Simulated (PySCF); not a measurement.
# Dipole moment and polarisability of `FC1=CCC=C1`

Species: C5H5F.
Atom-mapped SMILES: `[F:1][C:2]1=[CH:3][CH2:4][CH:5]=[CH:6]1` (hydrogens: H7 on C3; H8, H9 on C4; H10 on C5; H11 on C6)

Structure used (GFN2-xTB), in Å, numbered top down from 1:
```
atom  x, y, z in Å
F1     2.538    0.131    0.515
C2     1.226    0.056    0.247
C3     0.519   -1.064    0.051
C4    -0.896   -0.669   -0.215
C5    -0.855    0.823   -0.136
C6     0.391    1.231    0.135
H7     0.871   -2.076    0.074
H8    -1.581   -1.091    0.523
H9    -1.235   -1.010   -1.195
H10   -1.723    1.438   -0.281
H11    0.751    2.235    0.255
```

Level: CAM-B3LYP/def2-SVPD (PySCF), static field, nuclei fixed, core orbitals frozen in the response. The polarisability tensor in these axes (au):

```
x   63.46  2.36  5.01
y    2.36 61.59  1.54
z    5.01  1.54 40.23
```

Question: Give the principal values, the mean and the anisotropy Δα = √{½[(α1 − α2)² + (α2 − α3)² + (α1 − α3)²]}.

Answer: Principal values 39.15, 60.08 and 66.05 au; mean 55.09 au = 8.16 Å³ = 9.08 × 10⁻⁴⁰ C²·m²/J; Δα = 24.46 au (44 % of the mean).

Question: What is the dipole moment, and where does it point?

Answer: (-2.08, -0.18, -0.43) D, 2.13 D in size, pointing from the negative to the positive side. Measured along this direction, the outermost atoms are F1 at the negative end and H10, H8 and H9 at the positive end.

Question: What would n − 1 = 2πNα be for an ideal gas of these molecules at 400 K and 1 atm, electronic part alone?

Answer: N = p/kT = 1.8347 × 10¹⁹ cm⁻³, so n − 1 = 2π × N × 8.16 × 10⁻²⁴ cm³ = 941 × 10⁻⁶ at long wavelengths, for an ideal gas.

Question: Directions of the eigenvectors, and the extent of the frame along each?

Answer: Largest value along (0.84, 0.51, 0.19), where the nuclei span 4.07 Å; middle along (-0.51, 0.86, -0.06), 4.36 Å; least along (-0.20, -0.05, 0.98), 1.75 Å. The strongest response doesn't lie along the longest of the three spans.

Question: Form Σ f/ω² (atomic units) for the 8 lowest TDDFT singlets, given as eV and f, and set it beside the mean polarisability, which is this sum over all singlets: 5.25, 0.0880; 6.49, 0.0001; 6.85, 0.0105; 7.06, 0.0343; 7.25, 0.0299; 7.68, 0.0003; 7.88, 0.0018; 8.08, 0.0013.

Answer: They add up to 3.50 au, 6.4 % of the 55.09 au; the largest single term is 2.36 au, from the state at 5.25 eV. Terms in order: 2.36, 0.00, 0.17, 0.51, 0.42, 0.00, 0.02, 0.02 au. Higher excitations give the rest. The strengths listed sum to 0.166.

Question: Find the Langevin capture rate constant for O2+ (31.990 u) meeting this molecule (84.038 u), k = 2.342 × 10⁻⁹ cm³/s × √(α in Å³ / reduced mass in u).

Answer: The reduced mass is 23.17 u, so k = 1.39 × 10⁻⁹ cm³/s. The formula leaves out the permanent dipole, which adds to the capture rate.

Question: What molar refraction does this α imply?

Answer: Lorentz–Lorenz: R = (4π/3)N_A α = 2.5225 cm³/(mol·Å³) × 8.16 Å³ = 20.6 cm³/mol, in the limit of long wavelengths.

Isolated species at its GFN2-xTB geometry, gas phase.

The run behind these numbers computed excited states as well. Time: 19 s wall. Hardware: one thread, Arm Neoverse V1 (shared host).
